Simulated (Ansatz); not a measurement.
Results of r²SCAN+rVV10 in Ansatz (PAW) for rhombohedral A7 As.

Settings: plane-wave cutoff 600 eV, 20×20×20 k mesh, Fermi–Dirac smearing 0.073 eV (set by the program), scalar-relativistic PAW data made under PBE.

Cell (relaxed at this level):

```yaml
crystal:
  lattice:
    - [1.87952, 1.08514, 3.59043]
    - [-1.87952, 1.08514, 3.59043]
    - [0.00000, -2.17029, 3.59043]
  atoms:
    - { symbol: As, position: [0.22580, 0.22580, 0.22580] }
    - { symbol: As, position: [0.77420, 0.77420, 0.77420] }
```

### Question
Estimate the elastic constant C12, elastic constant C13, Voigt–Reuss–Hill bulk modulus, elastic constant C44, Young modulus, elastic constant C11, elastic constant C33 and elastic constant C66 that the calculation returns.

### Answer

- elastic constant C12: 49.9 GPa
- elastic constant C13: 31.7 GPa
- Voigt–Reuss–Hill bulk modulus: 41.9 GPa
- elastic constant C44: 36.8 GPa
- Young modulus: 65.7 GPa
- elastic constant C11: 134 GPa
- elastic constant C33: 26.4 GPa
- elastic constant C66: 42.1 GPa

Elastic constants are with the ions relaxed.

Ansatz is an electronic-structure program.
